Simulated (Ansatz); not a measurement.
Process, species as SMILES: CSC + H+ → C[SH+]C
B3LYP-D3(BJ)/def2-TZVP geometries, fixed; electronic energies without zero-point terms; positive where energy is released.
Largest species:
```
S
H 1 1.3501
C 1 1.8117 2 99.01
H 3 1.0867 1 110.60 2 -52.40
H 3 1.0886 4 111.43 1 118.15
H 3 1.0887 4 111.57 5 123.04
C 1 1.8117 2 99.01 3 -105.81
H 7 1.0867 1 110.60 2 52.40
H 7 1.0886 8 111.43 1 -118.15
H 7 1.0887 8 111.57 9 -123.04
```
Charge +1, spin multiplicity 1.

Basis-set convergence of the proton affinity at wB97M-V with Ansatz (a first-principles code). All functions are spherical. The program fits the integrals of some runs and decomposes those of others, by size. The functional holds VV10 correlation; no added dispersion term, no relativity. Functions are those of the species that has most. Reference: the value in pcseg-4, 202.32 kcal/mol, itself unsure by roughly 0.06 kcal/mol (its mean distance from aug-pcseg-3, aug-cc-pV(Q+d)Z, cc-pV(5+d)Z). Deviations are taken from unrounded values.

```json
[
 {"basis": "def2-SV(P)", "functions": "60"},
 {"basis": "def2-SVP", "functions": "81"},
 {"basis": "def2-SVPD", "functions": "123"},
 {"basis": "def2-TZVP", "functions": "141"},
 {"basis": "def2-TZVPD", "functions": "183"},
 {"basis": "def2-TZVPP", "functions": "202"},
 {"basis": "def2-TZVPPD", "functions": "244"},
 {"basis": "def2-QZVPP", "functions": "394"},
 {"basis": "def2-QZVPPD", "functions": "436"}
]
```

### Question
Which is the smallest def2 set listed that can be trusted to 2 kcal/mol here, that is, within that of the reference together with its larger relatives (same family, alike in diffuse functions; a set with none to test it counts only in the reference's own line)?

### Answer
The smallest set listed that lies within 2 kcal/mol of the reference with all its larger relatives (same family, alike in diffuse functions; a set with none counts only in the reference's own line) is def2-TZVP (141 functions, -0.52 kcal/mol off). Value minus reference: def2-SV(P) -6.57, def2-SVP -2.68, def2-SVPD -3.44, def2-TZVP -0.52, def2-TZVPD -0.70, def2-TZVPP -0.06, def2-TZVPPD -0.29, def2-QZVPP -0.06, def2-QZVPPD -0.13 kcal/mol.
